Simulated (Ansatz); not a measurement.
# Nudged elastic band run: CH₄BO

The input (input.yaml):

```yaml
crystal:
  periodic: [false, false, false]
  atoms:
    - { symbol: B, position_ang: [-1.321087, -0.257605, -0.38759] }
    - { symbol: C, position_ang: [0.119978, 0.063032, 0.033667] }
    - { symbol: O, position_ang: [0.949608, -1.068161, 0.32926] }
    - { symbol: H, position_ang: [-2.169576, 0.538716, -0.675432] }
    - { symbol: H, position_ang: [0.549782, 0.692902, -0.783371] }
    - { symbol: H, position_ang: [0.041338, 0.760718, 0.903232] }
    - { symbol: H, position_ang: [1.829968, -0.729603, 0.580224] }
magnetization:
  spin_polarized: true
  initial_magnetization: 1
basis:
  gaussian: { orbitals: def2-mTZVP }
hamiltonian:
  xc: pbe
  dispersion: d4
neb:
  order_check: false
  images: 5
  f_tol: 0.05
  max_iterations: 60
  initial_path: idpp
  final_atoms:
    - { symbol: B, position_ang: [-1.30100533, 0.40365025, -0.40565591] }
    - { symbol: C, position_ang: [0.16630975, 0.29615934, 0.03977557] }
    - { symbol: O, position_ang: [0.64671516, -1.04978434, 0.237547] }
    - { symbol: H, position_ang: [-2.14376758, -0.41460584, -0.63335811] }
    - { symbol: H, position_ang: [0.77632953, 0.84489715, -0.71547511] }
    - { symbol: H, position_ang: [0.27350381, 0.91169728, 0.96311192] }
    - { symbol: H, position_ang: [1.58192566, -0.99201484, 0.51404463] }
```

Launched with:

```bash
$ ansatz run input.yaml --threads 1 --pin off --max-ram 2048MiB --backend cpu --events-out ev --progress --plain --runs-dir out
```

Output, in part (warnings, iteration lines, the closing report on the highest movable image, with atoms numbered from 0):

```
NEB end point (image 0): max|allowed force component| = 1.349e-2 eV/Å (the criterion of neb.relax_end_points is 1.000e-2)
NEB end point (image 6): max|allowed force component| = 1.138e-2 eV/Å (the criterion of neb.relax_end_points is 1.000e-2)
NEB iter   1: max|band force component| = 4.686e-1 eV/Å  barrier→ = 0.3045 eV  barrier← = 0.2933 eV  CI = image 3  Δτ_max = 0.0400 Å  (305 SCF iters)
NEB iter   2: max|band force component| = 2.706e-1 eV/Å  barrier→ = 0.2789 eV  barrier← = 0.2677 eV  CI = image 3  Δτ_max = 0.0276 Å  (161 SCF iters)
NEB iter   3: max|band force component| = 1.306e-1 eV/Å  barrier→ = 0.2776 eV  barrier← = 0.2664 eV  CI = image 3  Δτ_max = 0.0037 Å  (160 SCF iters)
NEB iter   4: max|band force component| = 3.106e-2 eV/Å  barrier→ = 0.2773 eV  barrier← = 0.2661 eV  CI = image 3  Δτ_max = 0.0000 Å  (392 SCF iters)
Total energy: -3818.54877656 eV, -140.3290792332 hartree
Atom 0 at    -1.268368     0.174384    -0.388969 Å, force     0.007310    -0.004272     0.002945 eV/Å
Atom 1 at     0.180190     0.164709     0.048409 Å, force    -0.006590     0.028468    -0.004048 eV/Å
Atom 2 at     0.774405    -1.139960     0.277153 Å, force    -0.003601    -0.014563    -0.000685 eV/Å
Atom 3 at    -2.393573     0.256165    -0.731967 Å, force     0.001920    -0.000457     0.000551 eV/Å
Atom 4 at     0.755841     0.734142    -0.718980 Å, force    -0.001653    -0.007359     0.005382 eV/Å
Atom 5 at     0.249760     0.798546     0.963672 Å, force     0.000768    -0.007335    -0.004598 eV/Å
Atom 6 at     1.701756    -0.987987     0.550671 Å, force     0.001846     0.005519     0.000454 eV/Å
Dipole moment:     0.197579     0.353440     0.045954 e Å
```

The forces met the threshold. A vibrational analysis at the climbing image gives one clearly imaginary mode, 667i cm⁻¹: a first-order saddle point.

Final band (atoms are numbered from 1 in the order of the input):

```
image  path coordinate (Å)  energy (kcal/mol)  angle H4–B1–C2 (°)
    0                 0.00                0.0                 126
    1                 0.25                0.9                 136
    2                 0.50                3.8                 153
    3                 0.75                6.4                 176
    4                 1.01                3.8                 159
    5                 1.28                1.1                 143
    6                 1.55                0.3                 133
```

Run time: 60 s on 1 thread of AMD EPYC 7R43 64-Core Processor (Zen 3), on a shared host, peak memory 0.16 GiB.
